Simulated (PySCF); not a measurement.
Zinc-blende BP: correlation energy from several methods in one and the same small orbital space (PySCF; 2 atoms at the zone centre, 8 electrons in 58 orbitals, empty ones MP2 natural orbitals of a TZ basis, lattice constant set to 5.2187 Å). Its volume lies 52 % above that of the crystal's usual cell. It tests the methods against each other and lies far from the crystal's limit.

CCSDT(Q) gives -3.4486 eV per atom.

Problem. What share of it do MP2, CCSD, CCSD(T), CCSDT recover?

Solution. MP2 70.6 %; CCSD 92.9 %; CCSD(T) 98.2 %; CCSDT 99.5 %.

```tsv
method	E_corr (eV per atom)	share of CCSDT(Q) (%)	difference (meV)
MP2	-2.4333	70.6	1015
CCSD	-3.2040	92.9	245
CCSD(T)	-3.3857	98.2	63
CCSDT	-3.4314	99.5	17
CCSDT(Q)	-3.4486	100.0	0
```

MP2, (T) and (Q) use filled levels shifted down by the Madelung term, which in so small a cell is a large part of the gap, so these rows hang on it.

CCSDT(Q) is the highest level reached here, not an exact value.
